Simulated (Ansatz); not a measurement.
A made-up structure of BSiH$_{3}$Cl (charge -1), singlet:

```csv
atom,x (Å),y (Å),z (Å)
Si1,-0.8042,0.5174,-0.5070
B2,0.7850,-0.3302,0.5479
Cl3,1.1395,-2.3445,0.6938
H4,-1.8591,-0.3314,-1.3772
H5,-0.9525,2.0993,-0.6002
H6,1.6913,0.3894,1.2428
```

It is relaxed with PBE-D4/def2-SVPD and then PBE0-D4/def2-TZVPD (Ansatz 0.2.0). Atoms count as bonded within 1.22 times the sum of their covalent radii (H–H: 0.88 Å). The end point is not checked to be a true minimum.

Q: Does its bonding change? (Judge from chemistry; the calculation decides.)

A: Computed: No: no bond forms or breaks.

Where it ends: The first stage lowers the energy by 0.89 eV in 9 steps. It ends as BSiH₃Cl ([SiH2][BH][Cl]), total charge -1:
```xyz
6
angstrom
Si -0.8999 0.4479 -0.1997
B 0.7125 -0.2940 0.4734
Cl 1.0464 -2.0909 0.5797
H -1.6059 -0.2913 -1.3048
H -0.7708 1.8800 -0.6477
H 1.5176 0.3483 1.0992
```

Labels in which every atom is bracketed show which atoms are joined, not bond orders.

For scale, one of the runs: PBE0-D4/def2-TZVPD relaxation, 153 basis functions, launched by `ansatz run in.yaml --threads 2 --pin off --events-out ev --progress --plain --max-ram 4352MiB`. The run took about 20 s on 2 CPU threads of an Arm Neoverse V2 (shared host).
